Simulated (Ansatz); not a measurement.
Start from `FCC=C=S` and change one atom or group to get `C=C=S`.

Ansatz, PBE0-D4/def2-TZVP geometries, multiplicity 1. Each molecule was computed in one conformer, which needn't be the lowest.

| property | `FCC=C=S` |
| --- | --- |
| HOMO–LUMO gap (PBE0/def2-TZVPP) / eV | 4.41 |
| HOMO–LUMO gap (PBE/def2-TZVPP) / eV | 2.43 |
| HOMO energy (PBE0/def2-TZVPP) / eV | -6.82 |
| HOMO energy (ωB97M-V/def2-TZVPP) / eV | -8.84 |
| HOMO energy (B3LYP/def2-TZVPP) / eV | -6.60 |
| HOMO–LUMO gap (ωB97M-V/def2-TZVPP) / eV | 8.62 |

Task: Give the same properties after the change, and the shifts. (An estimate is asked.)

Result: The calculation gave: 
```json
{"property": "HOMO–LUMO gap (PBE0/def2-TZVPP) / eV", "`C=C=S`": "4.46", "shift": "0.05"}
{"property": "HOMO–LUMO gap (PBE/def2-TZVPP) / eV", "`C=C=S`": "2.46", "shift": "0.03"}
{"property": "HOMO energy (PBE0/def2-TZVPP) / eV", "`C=C=S`": "-6.62", "shift": "0.20"}
{"property": "HOMO energy (ωB97M-V/def2-TZVPP) / eV", "`C=C=S`": "-8.65", "shift": "0.19"}
{"property": "HOMO energy (B3LYP/def2-TZVPP) / eV", "`C=C=S`": "-6.39", "shift": "0.21"}
{"property": "HOMO–LUMO gap (ωB97M-V/def2-TZVPP) / eV", "`C=C=S`": "8.70", "shift": "0.08"}
```

With PBE0 the HOMO rises by 0.20 eV and the LUMO rises by 0.26 eV, so the gap widens by about 0.06 eV. PBE moves the HOMO by 0.20 eV and ωB97M-V by 0.19 eV. The zero-point energy changes by -59.7 kJ/mol with -9 modes.

B3LYP here is the variant with VWN-RPA as its local correlation; programs differ in this.
